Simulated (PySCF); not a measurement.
Molecule: diethyl ketone, C₅H₁₀O.

Atom-mapped SMILES (the numbers label the heavy atoms): `[CH3:1][CH2:2][C:3](=[O:4])[CH2:5][CH3:6]`. Hydrogens are named by the atom that carries them.

Geometry PBE0-D3(BJ)/def2-SVP throughout; GIAO in PySCF, gas phase, one conformer, non-relativistic; equivalent atoms averaged; functional PBE0.

For orientation, IGLO-III gives these shifts δ (against TMS, H2O at the same level): C3 219.5, C2/C5 38.3, C1/C6 8.5, O4 643.9, H(C2)/H(C5) 2.44, H(C1)/H(C6) 0.97 ppm.

A run gave: C3 137.3, C2/C5 33.2, C1/C6 17.7, O4 619.4, H(C2)/H(C5) 2.01, H(C1)/H(C6) 1.06 ppm (shifts δ (against TMS, H2O at the same level)).

Which basis set was used in that run?
A. pcSseg-0
B. STO-3G
C. def2-TZVP
D. aug-cc-pVDZ
E. pcSseg-1

## Answers

B. C3 tells them apart best: STO-3G gives 137.3, def2-TZVP gives 214.5, pcSseg-0 gives 225.3, pcSseg-1 gives 213.5, aug-cc-pVDZ gives 208.1 ppm.
